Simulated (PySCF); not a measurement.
# Polarisability of sulfonium

Sulfonium, H₃S (charge +1).
Atom-mapped SMILES: `[SH3+:1]` (hydrogens: H2, H3, H4 on S1)

Structure used (PBE0-D3(BJ)/def2-SVP), in Å, numbered top down from 1:
```xyz
4
H3S angstrom
S     -0.0042    0.0039    0.5277
H     -0.4545    1.0648   -0.2023
H      1.1600   -0.1288   -0.1708
H     -0.6809   -0.9304   -0.2004
```

Level: B3LYP/def2-SVPD (PySCF), static field, nuclei fixed, core orbitals frozen in the response. The polarisability tensor in these axes (au):

```
x   18.31  0.00  0.02
y    0.00 18.31  0.00
z    0.02  0.00 17.01
```

**Question.** Diagonalise the tensor; give its mean and Δα, where Δα² is half the sum of the squared differences of the eigenvalues.

**Answer.** Principal values 17.01, 18.31 and 18.31 au; mean 17.88 au = 2.65 Å³ = 2.95 × 10⁻⁴⁰ C²·m²/J; Δα = 1.30 au (7 % of the mean).

**Question.** Form Σ f/ω² (atomic units) for the 10 lowest TDDFT singlets, given as eV and f, and set it beside the mean polarisability, which is this sum over all singlets: 9.56, 0.0500; 9.56, 0.0500; 10.13, 0.0836; 11.65, 0.0000; 12.47, 0.0067; 12.47, 0.0067; 12.83, 0.0159; 13.01, 0.0655; 13.01, 0.0652; 13.26, 0.1817.

**Answer.** They add up to 2.89 au, 16.1 % of the 17.88 au; the largest single term is 0.77 au, from the state at 13.26 eV. Terms in order: 0.41, 0.41, 0.60, 0.00, 0.03, 0.03, 0.07, 0.29, 0.28, 0.77 au. Higher excitations give the rest. The strengths listed sum to 0.525.

**Question.** What are the principal values of the traceless quadrupole moment, Θ = ½Σq(3rr − r²1), about the centre of nuclear charge?

**Answer.** -2.16, 1.08, 1.08 D·Å. The values depend on the origin, since the species is charged. The electronic extent ⟨r²⟩ about the same centre is 42 bohr², a root-mean-square distance of 0.81 Å for the 18 electrons.

**Question.** Rayleigh depolarisation ratio (linearly polarised light, static tensor)?

**Answer.** ρ = 3Δα²/(45ᾱ² + 4Δα²) = 5.1/(14381 + 6.8) ≈ 0.000352.

Isolated species at its PBE0-D3(BJ)/def2-SVP geometry, gas phase.
